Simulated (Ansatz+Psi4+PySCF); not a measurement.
**doublet N₂H₆(+) in separate pieces: levels of theory in one basis**

| atom | x (Å) | y (Å) | z (Å) |
| --- | --- | --- | --- |
| N | 0.1165 | 0.0000 | -3.0000 |
| H | -0.2718 | 0.9397 | -3.0000 |
| H | -0.2718 | -0.4699 | -2.1862 |
| H | -0.2718 | -0.4699 | -3.8138 |
| N | -0.1165 | 0.0000 | 3.0000 |
| H | 0.2909 | -0.9859 | 3.0000 |
| H | 0.2718 | 0.4699 | 2.1862 |
| H | 0.2718 | 0.4699 | 3.8138 |

Basis set: cc-pVTZ (spherical functions). Frozen core: 2 orbitals. Correlation on ROHF uses semicanonical orbitals with singles. Charge 1, multiplicity 2.

Computed with Ansatz (development build ahead of 0.2.0) and Psi4 1.11; each method stands on the lowest determinant of its kind that the runs found.

| method | E − E(ROHF) (eV) | <S²> of the determinant |
| --- | --- | --- |
| ROHF | 0.00 | 0.75 |
| UHF | -0.11 | 0.76 |
| ROHF-MP2 | -11.44 | – |
| UHF-MP2 | -11.44 | 0.76 |

Caution for ROHF-MP2, UHF-MP2: MP2 on this radical cation hangs on the determinant chosen.
